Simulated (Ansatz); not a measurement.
# C5H5F: up Jacob's ladder to CCSD(T)

Aim: compute C5H5F with functionals from several rungs and with coupled cluster, and see how far each lands from CCSD(T) at the basis-set limit for the atomisation energy.

Method: functionals in def2-TZVPP, the program's frozen cores in correlated methods; program: Ansatz 0.2.0, Gaussian basis.

The runs, in order: PBE-D4, r2SCAN-D4, PBE0-D4, B3LYP-D4, ωB97X-V, ωB97M-V, B2PLYP; CCSD(T)/def2-TZVPP; MP2/def2-QZVPP; extrapolation to the limit.

## 1. Structure used throughout

The geometry comes from an earlier relaxation with PBE0-D4 in a triple-zeta def2 set; it is a stationary point, not always the lowest conformer.

11 atoms, charge 0, spin multiplicity 1.

Atoms are counted from 1 here; the program's logs count them from 0.

Bond lengths: C1–C2 1.326 Å, C1–H7 1.082 Å, C1–H8 1.080 Å, C2–F3 1.345 Å, C2–C4 1.417 Å, C4–C5 1.204 Å, C5–C6 1.447 Å, C6–H9 1.093 Å, C6–H10 1.093 Å, C6–H11 1.093 Å. Angles: C2–C1–H7 120.6°, C2–C1–H8 119.7°, H7–C1–H8 119.7°, C1–C2–F3 119.8°, C1–C2–C4 126.7°, F3–C2–C4 113.6°, C2–C4–C5 179.3°, C4–C5–C6 179.9°, C5–C6–H9 110.9°, C5–C6–H10 110.6°, C5–C6–H11 110.9°, H9–C6–H10 108.1°, H9–C6–H11 108.1°, H10–C6–H11 108.1°.

## 2. PBE-D4 (GGA)

in.yaml

```yaml
crystal:
  periodic: [false, false, false]
  atoms:
    - {symbol: C, position_ang: [0.186382, -2.497436, 0.536244]}
    - {symbol: C, position_ang: [0.851762, -1.406708, 0.180647]}
    - {symbol: F, position_ang: [2.180343, -1.470582, -0.022179]}
    - {symbol: C, position_ang: [0.309326, -0.114070, -0.023068]}
    - {symbol: C, position_ang: [-0.138549, 0.989288, -0.199473]}
    - {symbol: C, position_ang: [-0.678548, 2.314448, -0.411023]}
    - {symbol: H, position_ang: [0.702095, -3.439483, 0.665057]}
    - {symbol: H, position_ang: [-0.879875, -2.445153, 0.698733]}
    - {symbol: H, position_ang: [-1.166003, 2.686477, 0.493814]}
    - {symbol: H, position_ang: [0.115444, 3.014841, -0.680996]}
    - {symbol: H, position_ang: [-1.416776, 2.311277, -1.217156]}
basis:
  gaussian: {orbitals: def2-TZVPP}
hamiltonian: {xc: pbe, dispersion: d4}
output: {forces: true, orbitals: {seedname: orbitals}}
```

The run is started by

```
$ ansatz run in.yaml --threads 4 --pin off --events-out ev --progress --plain --max-ram 10444MiB
```

Further steps of the session: r2SCAN-D4 (meta-GGA); PBE0-D4 (hybrid); B3LYP-D4 (hybrid); ωB97X-V (range-separated); ωB97M-V (range-separated); B2PLYP (double hybrid); CCSD(T) in def2-TZVPP; MP2 in def2-QZVPP.

Before running them: what should the planned runs give, taken together? Wanted: atomisation energy, CCSD(T)/CBS; farthest; mean size of error, hybrid; mean size of error, range-separated; gap, smallest and largest; T1 diagnostic; triples share of the correlation energy.

**Answer**, as computed:

| quantity | value |
| --- | --- |
| atomisation energy, CCSD(T)/CBS | 4844.9 kJ/mol |
| functionals within 24.2 kJ/mol (0.5 %) | ωB97X-V, B2PLYP |
| farthest | PBE-D4 (+203.0 kJ/mol) |
| mean size of error, hybrid | 51.2 kJ/mol |
| mean size of error, range-separated | 14.9 kJ/mol |
| gap, smallest and largest | 4.22 eV (PBE-D4), 10.60 eV (ωB97X-V) |
| T1 diagnostic | 0.0121 |
| triples share of the correlation energy | 4.3 % |

In words: PBE-D4 misses by +203.0 kJ/mol. Double hybrids carry the basis error of their MP2 part in triple zeta, and no dispersion term here, so their miss is partly the set-up's. The reference freezes the cores and leaves out relativity and excitations past (T), so misses under about 24.2 kJ/mol can't be ranked. Hartree-Fock recovers 73 % of the binding; the rest is correlation. Orbital gaps span 4.2 to 10.6 eV; exact exchange widens them. The restricted reference is unstable towards a spin-broken one.
